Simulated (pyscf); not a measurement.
Structures and frequencies: ωB97X-D3(BJ)/def2-SVP in PySCF.

Task: Estimate by transition-state theory the rate constant of Cl–GeH₂–Cl (SMILES [Cl][GeH2][Cl]) + H• (SMILES [H]) → Cl–GeH•–Cl (SMILES [Cl][GeH][Cl]) + H₂ (SMILES [H][H]) (doublet surface; Ge–H broken, H–H formed) at 1200 K, with ωB97M-D3(BJ)/def2-TZVP energies (ideal gas, 1 atm, RRHO with modes under 100 cm⁻¹ raised to 100, one conformer, R ln 2 for chiral ones without a mode under 150 cm⁻¹; no tunnelling).

Result: The electronic barrier is 2.9 kcal/mol and the thermal terms add +22.3, so ΔG‡ = 25.2 kcal/mol. With k_BT/h = 2.50e+13 s⁻¹ and RT = 2.385 kcal/mol, and a volume of 1.64e-19 cm³ per molecule at 1 atm, k = 1.0e-10 cm³ molecule⁻¹ s⁻¹. Wigner's tunnelling factor for 768i cm⁻¹ would be 1.04. A shift of 1 kcal/mol in the barrier changes k by a factor 1.5. One saddle was located; it need not be the lowest between these sides. The angle at the transferred H is 178°. Elements up to Kr have no core potential and no relativistic terms here.
